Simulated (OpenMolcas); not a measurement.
# [BH3]− (SMILES [BH3-]): a chain of runs

Wanted: the energy (UHF/3-21G), then the energy (CASSCF(3,3)/3-21G), then the energy (CASPT2(3,3)/3-21G), then the energy (SC-NEVPT2(3,3)/3-21G), then the energy (MRCI(3,3)/3-21G) of [BH3]−. 

Program for the calculation: OpenMolcas 26.06.

**1. The system as given**

[BH3]− has 4 atoms, charge -1, and is taken as a doublet. SMILES: `[BH3-]`. The B1–H3 distance was set to 3.134 Å, away from the relaxed value. At this shape a bond of the SMILES string is far longer than usual.

Bond lengths: B1–H2 1.254 Å, B1–H4 1.254 Å. Angles: H2–B1–H4 111.5°.

**2. A single-point energy at UHF/3-21G (run 1)**

Input file step1.input:

```
* BH3 Hartree-Fock

&gateway
 baslib=$CurrDir
 coord
 4
 angstrom
 B        0.794904       1.648253      -0.762072
 H        1.561554       2.138143       0.100218
 H       -0.279230      -1.161080       0.118390
 H       -0.143796       2.431443      -1.041352
 basis=3-21G
 group=NoSym

&seward

&scf
 uhf
 charge=-1
 spin=2
 scramble=0.25
 prorbitals=1 1
```

The basis set 3-21G is read from a file made from the Basis Set Exchange's data (not shown).

On the command line:

```bash
$ export MOLCAS_MEM=1860
$ pymolcas step1.input > step1.log
```

The program printed:

```text
--- Start Module: gateway ---
[...]
--- Stop Module: gateway /rc=_RC_ALL_IS_WELL_ ---
--- Start Module: seward ---
[...]
      Basis functions           15
--- Stop Module: seward /rc=_RC_ALL_IS_WELL_ ---
--- Start Module: scf ---
[...]
       Convergence after  26 Iterations
[...]
::    Total SCF energy                                -26.0518741918
[...]
      Total spin, S                                     0.7693217667
[...]
      Total electronic charge=    9.000000
      Total            charge=   -1.000000
[...]
      Dipole Moment (debye):
      Origin of the operator (angstrom)=    0.7054    1.5379   -0.6570
                   X=  3.5024E-01               Y=  1.8758E+00               Z= -3.8344E-02           Total=  1.9086E+00
      Center of Charge (angstrom)
[...]
--- Stop Module: scf /rc=_RC_ALL_IS_WELL_ ---
[...]
```

Wall time 1.7 s (1 thread of Arm Neoverse V2, shared host); peak memory 0.37 GiB.

**3. The energy at CASSCF(3,3)/3-21G (run 2)**

Input file step2.inp:

```
* BH3 CASSCF
&GATEWAY
BASLIB
$CurrDir
COORD
4
angstrom
B        0.794904       1.648253      -0.762072
H        1.561554       2.138143       0.100218
H       -0.279230      -1.161080       0.118390
H       -0.143796       2.431443      -1.041352
BASIS
3-21G
GROUP
NoSym
&SEWARD
&RASSCF
FILEORB
$CurrDir/step1.UnaOrb
SPIN
2
NACTEL
3 0 0
INACTIVE
3
RAS2
3
ORBLISTING
Nothing
```

The basis set 3-21G is read from a file made from the Basis Set Exchange's data (not shown).

On the command line:

```bash
$ export MOLCAS_MEM=1860
$ pymolcas step2.inp > step2.log
```

The program printed:

```text
--- Start Module: gateway ---
[...]
--- Stop Module: gateway /rc=_RC_ALL_IS_WELL_ ---
--- Start Module: seward ---
[...]
      Basis functions           15
--- Stop Module: seward /rc=_RC_ALL_IS_WELL_ ---
--- Start Module: rasscf ---
[...]
      Number of active orbitals                  3
[...]
      Spin quantum number                      0.5
[...]
      Active orbitals                            3
[...]
      Number of CSFs                             8
[...]
      Number of root(s) required                 1
[...]
      Convergence after 10 iterations
[...]
      printout of CI-coefficients larger than  0.05 for root  1
      energy=     -26.073359
      conf/sym  111     Coeff  Weight
             1  2u0  -0.90058 0.81105
             4  udu   0.16398 0.02689
             5  02u  -0.11211 0.01257
             6  uud   0.09274 0.00860
             7  u02  -0.06996 0.00489
             8  0u2  -0.36750 0.13506
      Natural orbitals and occupation numbers for root  1
      sym 1:   1.664314   1.006840   0.328845
      ************************************************************************************************************************
      *                                                    Final results                                                     *
[...]
::    RASSCF root number  1 Total energy:    -26.07335903
[...]
      Total electronic charge=    9.000000
      Total            charge=   -1.000000
[...]
      Dipole Moment (debye):
      Origin of the operator (angstrom)=    0.7054    1.5379   -0.6570
                   X=  6.3469E-01               Y=  1.8742E+00               Z= -4.6315E-01           Total=  2.0322E+00
      Center of Charge (angstrom)
[...]
--- Stop Module: rasscf /rc=_RC_ALL_IS_WELL_ ---
[...]
```

Run time: 1.5 s. Hardware: 1 thread of Arm Neoverse V2, shared host; peak memory 0.37 GiB.

**4. The energy at CASPT2(3,3)/3-21G (run 3)**

Input file step3.input:

```
&GATEWAY
 BasLib
 $CurrDir
 Coord
 4
 angstrom
 B        0.794904       1.648253      -0.762072
 H        1.561554       2.138143       0.100218
 H       -0.279230      -1.161080       0.118390
 H       -0.143796       2.431443      -1.041352
 Basis
 3-21G
 Group
 NoSym

&SEWARD

&RASSCF
 FileOrb
 $CurrDir/step2.RasOrb
 Spin
 2
 Nactel
 3 0 0
 Inactive
 3
 Ras2
 3
 OrbListing
 Nothing

&CASPT2
 Imaginary
 0.1
 Frozen
 1
```

The basis set 3-21G is read from a file made from the Basis Set Exchange's data (not shown).

On the command line:

```bash
$ export MOLCAS_MEM=1860
$ pymolcas step3.input > step3.log
```

The program printed:

```text
--- Start Module: gateway ---
[...]
--- Stop Module: gateway /rc=_RC_ALL_IS_WELL_ ---
[...]
      Basis functions           15
[...]
--- Start Module: rasscf ---
[...]
      Number of active orbitals                  3
[...]
      Spin quantum number                      0.5
[...]
      Active orbitals                            3
[...]
      Number of CSFs                             8
[...]
      Number of root(s) required                 1
[...]
      Convergence after  4 iterations
[...]
      printout of CI-coefficients larger than  0.05 for root  1
      energy=     -26.073359
      conf/sym  111     Coeff  Weight
             1  2u0  -0.90059 0.81105
             4  udu   0.16397 0.02689
             5  02u  -0.11211 0.01257
             6  uud   0.09274 0.00860
             7  u02  -0.06996 0.00489
             8  0u2  -0.36750 0.13505
      Natural orbitals and occupation numbers for root  1
      sym 1:   1.664318   1.006840   0.328842
      ************************************************************************************************************************
      *                                                    Final results                                                     *
[...]
::    RASSCF root number  1 Total energy:    -26.07335903
[...]
      Total electronic charge=    9.000000
      Total            charge=   -1.000000
[...]
      Dipole Moment (debye):
      Origin of the operator (angstrom)=    0.7054    1.5379   -0.6570
                   X=  6.3467E-01               Y=  1.8742E+00               Z= -4.6310E-01           Total=  2.0323E+00
      Center of Charge (angstrom)
[...]
--- Stop Module: rasscf /rc=_RC_ALL_IS_WELL_ ---
[...]
      E2 (Variational):          -0.0475653860
      Total energy:             -26.1209244129
[...]
      Reference weight:           0.97730
[...]
::    CASPT2 Root  1     Total energy:    -26.12092441
[...]
```

Wall time 1.6 s (1 thread of Arm Neoverse V2, shared host); peak memory 0.37 GiB.

**5. The energy at SC-NEVPT2(3,3)/3-21G (run 4)**

Input file step4.input:

```
* BH3 NEVPT2

&GATEWAY
  BasLib = $CurrDir
  Coord
  4
  angstrom
  B        0.794904       1.648253      -0.762072
  H        1.561554       2.138143       0.100218
  H       -0.279230      -1.161080       0.118390
  H       -0.143796       2.431443      -1.041352
  Basis = 3-21G
  Group = NoSym

&SEWARD

&RASSCF
  FileOrb = $CurrDir/step2.RasOrb
  Spin = 2
  Nactel = 3 0 0
  Inactive = 3
  Ras2 = 3
  OrbListing = Nothing

&CASPT2
  SC-NEVPT2
  Frozen = 1
```

The basis set 3-21G is read from a file made from the Basis Set Exchange's data (not shown).

On the command line:

```bash
$ export MOLCAS_MEM=1860
$ pymolcas step4.input > step4.log
```

The program printed:

```text
--- Start Module: gateway ---
[...]
--- Stop Module: gateway /rc=_RC_ALL_IS_WELL_ ---
[...]
      Basis functions           15
[...]
--- Start Module: rasscf ---
[...]
      Number of active orbitals                  3
[...]
      Spin quantum number                      0.5
[...]
      Active orbitals                            3
[...]
      Number of CSFs                             8
[...]
      Number of root(s) required                 1
[...]
      Convergence after  4 iterations
[...]
      printout of CI-coefficients larger than  0.05 for root  1
      energy=     -26.073359
      conf/sym  111     Coeff  Weight
             1  2u0  -0.90059 0.81105
             4  udu   0.16397 0.02689
             5  02u  -0.11211 0.01257
             6  uud   0.09274 0.00860
             7  u02  -0.06996 0.00489
             8  0u2  -0.36750 0.13505
      Natural orbitals and occupation numbers for root  1
      sym 1:   1.664318   1.006840   0.328842
      ************************************************************************************************************************
      *                                                    Final results                                                     *
[...]
::    RASSCF root number  1 Total energy:    -26.07335903
[...]
      Total electronic charge=    9.000000
      Total            charge=   -1.000000
[...]
      Dipole Moment (debye):
      Origin of the operator (angstrom)=    0.7054    1.5379   -0.6570
                   X=  6.3467E-01               Y=  1.8742E+00               Z= -4.6310E-01           Total=  2.0323E+00
      Center of Charge (angstrom)
[...]
      E2 (Variational):          -0.0467831878
[...]
      E2 (Variational):          -0.0467415376
      Total energy:             -26.1201005645
[...]
      Reference weight:           0.97802
[...]
::    SC-NEVPT2 Root  1     Total energy:    -26.12010056
[...]
```

Run time: 1.5 s. Hardware: 1 thread of Arm Neoverse V2, shared host; peak memory 0.37 GiB.

**6. A single-point energy at MRCI(3,3)/3-21G (run 5)**

Input file step5.inp:

```
* BH3 MRCI
>>> EXPORT MOLCAS_PRINT=2

&GATEWAY
  BasLib
  $CurrDir
  Coord
  4
  angstrom
  B        0.794904       1.648253      -0.762072
  H        1.561554       2.138143       0.100218
  H       -0.279230      -1.161080       0.118390
  H       -0.143796       2.431443      -1.041352
  Basis
  3-21G
  Group
  NoSym

&SEWARD

&RASSCF
  FileOrb
  $CurrDir/step2.RasOrb
  Spin
  2
  Nactel
  3 0 0
  Inactive
  3
  Ras2
  3
  OrbListing
  Nothing

&MOTRA
  LumOrb
  Frozen
  1

&GUGA
  Electrons
  7
  Spin
  2
  Inactive
  2
  Active
  3
  CIAll
  1

&MRCI
  SDCI
```

The basis set 3-21G is read from a file made from the Basis Set Exchange's data (not shown).

On the command line:

```bash
$ export MOLCAS_MEM=1860
$ pymolcas step5.inp > step5.log
```

The program printed:

```text
[...]
      Basis functions           15
[...]
      Number of active orbitals                  3
[...]
      Spin quantum number                      0.5
[...]
      Active orbitals                            3
[...]
      Number of CSFs                             8
[...]
      Number of root(s) required                 1
[...]
      Convergence after  4 iterations
[...]
      printout of CI-coefficients larger than  0.05 for root  1
      energy=     -26.073359
      conf/sym  111     Coeff  Weight
             1  2u0  -0.90059 0.81105
             4  udu   0.16397 0.02689
             5  02u  -0.11211 0.01257
             6  uud   0.09274 0.00860
             7  u02  -0.06996 0.00489
             8  0u2  -0.36750 0.13505
      Natural orbitals and occupation numbers for root  1
      sym 1:   1.664318   1.006840   0.328842
      ************************************************************************************************************************
      *                                                    Final results                                                     *
[...]
::    RASSCF root number  1 Total energy:    -26.07335903
[...]
      Dipole Moment (debye):
      Origin of the operator (angstrom)=    0.7054    1.5379   -0.6570
                   X=  6.3467E-01               Y=  1.8742E+00               Z= -4.6310E-01           Total=  2.0323E+00
      Center of Charge (angstrom)
[...]
       (But an ACPF correction will be computed)
       USE THE DEFAULT ACPF G-VALUE GFAC=  0.28571428571428570
[...]
                      CI ENERGY:   -26.13472492
[...]
                ACPF CORRECTION:    -0.00183926
[...]
      Total electronic charge=    9.000000
      Total            charge=   -1.000000
[...]
     ACPF CORRECTION:     -0.00183926
[...]
  CI State   1     Total energy:    -26.13472492     QDav:     -0.00260621     QACPF:     -0.00183926
[...]
```

It took 1.6 s on 1 thread of Arm Neoverse V2, shared host; peak memory 0.37 GiB.

**7. What came out**

| quantity | value |
| --- | --- |
| run 1, UHF/3-21G: total energy | -26.05187 Eh |
| run 1, UHF/3-21G: HOMO energy (highest over α and β) | 0.04 eV |
| run 1, UHF/3-21G: LUMO energy (lowest over α and β) | 8.12 eV |
| run 1, UHF/3-21G: ⟨S²⟩ | 1.361 |
| run 2, CASSCF(3,3)/3-21G: total energy | -26.07336 Eh |
| run 3, CASPT2(3,3)/3-21G: total energy | -26.12092 Eh |
| run 4, SC-NEVPT2(3,3)/3-21G: total energy | -26.12010 Eh |
| run 5, MRCI(3,3)/3-21G: total energy | -26.13472 Eh |

What this shows: ⟨S²⟩ (run 1, UHF/3-21G) is 1.36 where a pure doublet has 0.75: the reference is spin-contaminated. Mulliken charges (run 1, UHF/3-21G) run from -0.46 on B1 to -0.16 on H3; they depend strongly on the basis. The HOMO (run 1, UHF/3-21G) lies at positive energy, 0.04 eV: the electron is unbound at this level or held by a compact basis; values depend on the basis. Mulliken charges (run 2, CASSCF(3,3)/3-21G) run from -0.47 on B1 to -0.16 on H2; they depend strongly on the basis. Mulliken charges (run 3, CASPT2(3,3)/3-21G) of the CASSCF density run from -0.47 on B1 to -0.16 on H2. Mulliken charges (run 5, MRCI(3,3)/3-21G) of the CASSCF density run from -0.47 on B1 to -0.16 on H2.
